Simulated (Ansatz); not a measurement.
Born–Oppenheimer molecular dynamics of CH₅Al (7 atoms, charge 0, multiplicity 1). It starts from a relaxed structure.

Computed with RHF/def2-TZVP (Ansatz).

```yaml
ensemble: NVE (velocity Verlet)
time_step: 1 fs
steps_asked: 100
starting_velocities_drawn_for: 500 K
masses: H 2.014 u
seed: 877378
```

First frame:

```xyz
7
Properties=species:S:1:pos:R:3
Al -0.005 -0.005 0.001
C -0.007 -0.012 1.962
H -0.968 -0.296 2.381
H 0.749 -0.682 2.363
H 0.229 0.982 2.340
H 1.362 0.007 -0.796
H -1.359 0.007 -0.819
```

(1) How far do the bonds stretch over the last three quarters of this one trajectory? (Pairs bonded in most of those frames.)

## Answers

(1) 
```csv
bond,mean (Å),spread (Å),shortest,longest
Al1–C2,1.950,0.049,1.88,2.03
Al1–H6,1.591,0.043,1.52,1.66
Al1–H7,1.586,0.021,1.55,1.62
C2–H3,1.085,0.022,1.05,1.12
C2–H4,1.087,0.017,1.06,1.12
C2–H5,1.092,0.017,1.06,1.12
```

Mean temperature of the second half: 249 K. The conserved energy stayed within 0.37 meV per atom of its start (net change 0.22 meV per atom), so the integration is sound. Over the second half the temperature averaged 0.50 of the 500 K drawn at the start: a run that starts near a minimum puts about half its kinetic energy into the potential. A run of 0.1 ps of so small a system gives no equilibrium averages.

Time of the run: 74 s on 1 thread of Arm Neoverse V1, on a shared host, peak memory 0.13 GiB.
